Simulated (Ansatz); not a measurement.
Consider the formal loss of a carbene: `FC(Cl)Cl` → `Cl[C]Cl` + H–F.

Program: Ansatz. Geometries: PBE0-D4/def2-TZVP. ΔE: electronic, gas phase. CCSD(T)/CBS adds triple-zeta CCSD(T) − MP2 to the extrapolated MP2 energy (def2 sets, frozen cores). This one scheme is used for every species. Functionals use def2-TZVPP. B3LYP here is the variant with VWN-RPA as its local correlation; programs differ in this.

```csv
level,ΔE (eV),difference from CCSD(T)/CBS
PBE-D4,2.72,0.09
BLYP-D4,2.51,-0.12
r2SCAN-D4,2.82,0.19
PBE0-D4,2.89,0.26
r2SCANh-D4,2.86,0.23
r2SCAN0-D4,2.93,0.30
BLYP,2.42,-0.21
B3LYP,2.63,0.00
CAM-B3LYP,2.87,0.24
MP2/def2-SVP,3.13,0.50
CCSD(T)/def2-SVP,2.89,0.26
MP2/def2-TZVPP,2.83,0.20
CCSD(T)/def2-TZVPP,2.63,0.00
MP2/def2-QZVPP,2.83,0.20
SCS-MP2/def2-QZVPP,2.77,0.14
MP2/CBS(def2),2.83,0.20
CCSD(T)/CBS,2.63,0
```

Largest T1 diagnostic among the species: 0.020, so the coupled-cluster value is less sure than usual.

From r2SCAN to r2SCAN0 (25 % exact exchange), in def2-TZVPP and without D4, ΔE moves by +0.11 eV. At CCSD(T), def2-SVP lies +0.26 eV from the extrapolated value and def2-TZVPP +0.00 eV. Leaving LDA and LC-ωPBE aside and taking each functional with its dispersion term where it has one, the values, not all of them listed here, spread over 0.42 eV, from BLYP-D4 to PBE-QIDH. LDA lies +0.54 eV from PBE without D4.
